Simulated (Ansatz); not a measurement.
The same path of BH3O + H2 (7 atoms, charge 0, multiplicity 1) was run 3 times with different band settings. Lost on the way: H6–H7. Made: B1–H6, O2–H7.

All numbers below come from RKS PBE-D4/def2-SVPD in Ansatz 0.2.0.

Relaxed end points:

```xyz
7
Properties=species:S:1:pos:R:3
B -0.075 -0.404 0.238
O -0.103 -0.871 1.515
H -1.001 -0.934 1.884
H 1.017 -0.310 -0.282
H -1.107 -0.114 -0.338
H -0.048 2.568 0.492
H 0.530 2.345 0.947
```

```xyz
7
Properties=species:S:1:pos:R:3
B -0.143 0.374 -0.083
O 0.033 -0.051 1.560
H -0.826 0.075 2.006
H 0.989 0.204 -0.505
H -0.980 -0.433 -0.458
H -0.519 1.540 -0.039
H 0.659 0.572 1.975
```

Common settings: movable images 5; climbing image yes; optimiser quadratic models (default); start path through a guess of the saddle point; force threshold 0.03 eV/Å; iteration limit 60; end points relaxed.

| run | spring |
| --- | --- |
| 1 | 5.0 eV/Å² |
| 2 | 50.0 eV/Å² |
| 3 | 2.0 to 10.0 eV/Å², energy-weighted |

Question: What does each run give, and how far can it be trusted?

Answer: Run 1: converged after 11 iterations, highest image 1.326 eV above the first end. A vibrational analysis at the climbing image gives one clearly imaginary mode, 1176i cm⁻¹: a first-order saddle point.
Run 2: converged after 12 iterations, highest image 1.326 eV above the first end. Another band between the same ends (5 images) ends at a top of the same energy, where a vibrational analysis finds 1 clearly imaginary mode.
Run 3: converged after 10 iterations, highest image 1.326 eV above the first end. Another band between the same ends (5 images) ends at a top of the same energy, where a vibrational analysis finds 1 clearly imaginary mode.
The orbitals stay closed-shell, which can raise the energy where a bond breaks towards radicals; this wasn't checked here.
